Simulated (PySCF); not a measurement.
CH₂F₂, SMILES FCF. Atoms are numbered in the order given.

```xyz
5

F     -1.1064     0.0000     0.2914
C      0.0000     0.0000    -0.5066
F      1.1064     0.0000     0.2914
H      0.0000     0.9148    -1.1025
H      0.0000    -0.9148    -1.1025
```
Charge 0, spin multiplicity 1.

Geometry: TPSSh-D3(BJ)/def2-TZVP.

Level of theory: PySCF with HF/pcSseg-2.

GIAO shieldings, no solvent; atoms alike by connectivity are averaged. δ = σ(ref) − σ: ¹⁹F against CFCl3 (σ = 237.3 ppm); ¹³C against TMS (σ = 193.3 ppm); ¹H against TMS (σ = 31.98 ppm), references at their B3LYP-D3(BJ)/def2-TZVP geometries, non-relativistic.

**Question.** Estimate the chemical shifts. (The exact figures need the calculation; the answer reports its results.)

**Answer.** 
| nucleus | atoms | count | δ (ppm) |
|---|---|---|---|
| ¹⁹F | F1, F3 | 2 | -124.9 |
| ¹³C | C2 | 1 | 104.8 |
| ¹H | H4, H5 | 2 | 5.37 |
